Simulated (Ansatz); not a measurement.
# BNH₃ (doublet): the correlation ladder at distance B1–N2 = 1.253 Å, cc-pVDZ

How much of the correlation energy of BNH₃ (doublet) does each wave-function method recover here?

The runs use Ansatz 0.2.0, Gaussian basis; cc-pVDZ, core rule «outside noble gas», up to 2 orbitals frozen.

Plan: UHF; CCSD(T) on ROHF; CCSD(T) on UHF; BCCD(T) on ROHF; CISD; CCSDT(Q) on ROHF; CCSDT(Q) on UHF; CASSCF and MRCISD+Q, 3 electrons in 3 orbitals; CASSCF and NEVPT2, 3 electrons in 3 orbitals.

23 further runs of the same task are left out: 2 for a mislabelled method, 11 that didn't finish, 10 set aside as unsound or not needed.

## (1) The system

The geometry derives from a PBE0/def2-TZVP stationary point (not a proven minimum). One bond is set to the value named and the two fragments are kept rigid.

5 atoms, charge 0, spin multiplicity 2.

Atoms are counted from 1 here; the program's logs count them from 0.

Bond lengths: B1–N2 1.253 Å, B1–H3 1.195 Å, N2–H4 1.011 Å, N2–H5 1.007 Å. Angles: N2–B1–H3 125.1°, B1–N2–H4 123.7°, B1–N2–H5 123.2°, H4–N2–H5 113.1°.

## (2) UHF

Input file in.yaml:

```yaml
crystal:
  periodic: [false, false, false]
  atoms:
    - {symbol: B, position_ang: [0.000000, -0.167255, 0.718068]}
    - {symbol: N, position_ang: [0.000000, 0.058167, -0.514488]}
    - {symbol: H, position_ang: [0.000000, 0.670367, 1.570787]}
    - {symbol: H, position_ang: [0.000000, 0.986486, -0.914700]}
    - {symbol: H, position_ang: [0.000000, -0.671223, -1.208446]}
basis:
  gaussian: {orbitals: cc-pVDZ}
magnetization: {spin_polarized: true, initial_magnetization: 1}
hamiltonian: {xc: hf}
output: {orbitals: {seedname: orbitals}}
```

Launch:

```
ansatz run in.yaml --threads 1 --pin off --events-out ev --progress --plain --max-ram 2393MiB
```

Further steps of the session: CCSD(T) on ROHF; CCSD(T) on UHF; BCCD(T) on ROHF; CISD; CCSDT(Q) on ROHF; CCSDT(Q) on UHF; CASSCF and MRCISD+Q, 3 electrons in 3 orbitals; CASSCF and NEVPT2, 3 electrons in 3 orbitals.

Before running them: what should the planned runs give, taken together? Wanted: UCCSDT(Q) below the RHF energy; RMP2 from UCCSDT(Q); UMP2 from UCCSDT(Q); RCCSD from UCCSDT(Q); RCCSD(T) from UCCSDT(Q); UCCSD(T) from UCCSDT(Q); RCCSDT(Q) from UCCSDT(Q); T1 diagnostic.

**Answer**, as computed:

| quantity | value |
| --- | --- |
| UCCSDT(Q) below the RHF energy | -7.3367 eV |
| RMP2 from UCCSDT(Q) | +855.4 meV |
| UMP2 from UCCSDT(Q) | +849.9 meV |
| RCCSD from UCCSDT(Q) | +203.7 meV |
| RCCSD(T) from UCCSDT(Q) | +28.3 meV |
| UCCSD(T) from UCCSDT(Q) | +28.2 meV |
| RCCSDT(Q) from UCCSDT(Q) | +0.8 meV |
| levels within 1 kcal/mol (43 meV) | RCCSD(T), UCCSD(T), BCCD(T), RCCSDT, UCCSDT, RCCSDT(Q) |
| T1 diagnostic | 0.016 |

In words: RCCSD(T) lands +28.3 meV from the yardstick (0.4 % of the correlation energy). These misses are within one basis, not against nature; the frozen cores of restricted and unrestricted runs differ, which can shift their rows.
